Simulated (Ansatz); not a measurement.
CaHI: computed properties

Theory: DFT PBEsol, scalar-relativistic, plane waves, PAW in Ansatz 0.2.0.

Plane waves to 420 eV, a k mesh through Γ of 6×6×4 on the computed 6-atom cell and Gaussian smearing (0.02 eV); no spin polarisation.

The structure is relaxed at this level of theory with its symmetry kept. Whether it is the stable form of this composition wasn't checked.

The structure is tetragonal, space group P4/nmm (No. 129). Conventional cell: a = 3.970 Å, b = 3.970 Å, c = 8.779 Å, α = 90.00°, β = 90.00°, γ = 90.00°. Around Ca (site symmetry 4mm) lie 4 H at 2.32 Å. H (site symmetry -4m2) is surrounded by 4 Ca at 2.32 Å. I (site symmetry 4mm) is surrounded by 4 Ca at 3.21 Å and 4 H at 3.39 Å.

| Item | Value |
| --- | --- |
| Volume per atom | 23.06 Å³ |
| Formation energy from the elements' standard states (uncorrected) | -1.164 eV/atom |
| Kohn–Sham band gap | 3.08 eV, indirect from Z to M |
| Löwdin character of the top 1 eV of the valence band | I 5p 79 %, H 1s 16 %, unprojected 4 % |
| Electron masses at the edge by Cartesian direction of the standard setting (m_e; degenerate bands sorted by energy; no spin-orbit coupling) | x: 0.56, 0.56; y: 0.56, 0.56; z: 0.44, 0.44 |
| Hole masses at the edge by Cartesian direction of the standard setting (m_e; degenerate bands sorted by energy; no spin-orbit coupling) | x: 2.2; y: 2.2; z: 0.23 |
| Bader charges (e) | Ca (2 in the cell) 1.43, H (2 in the cell) -0.71, I (2 in the cell) -0.72 |

Spin-orbit coupling is left out, which matters for the bands of heavy elements. Each cell of CaHI holds layers, and where no dispersion correction was added their binding is poorly described.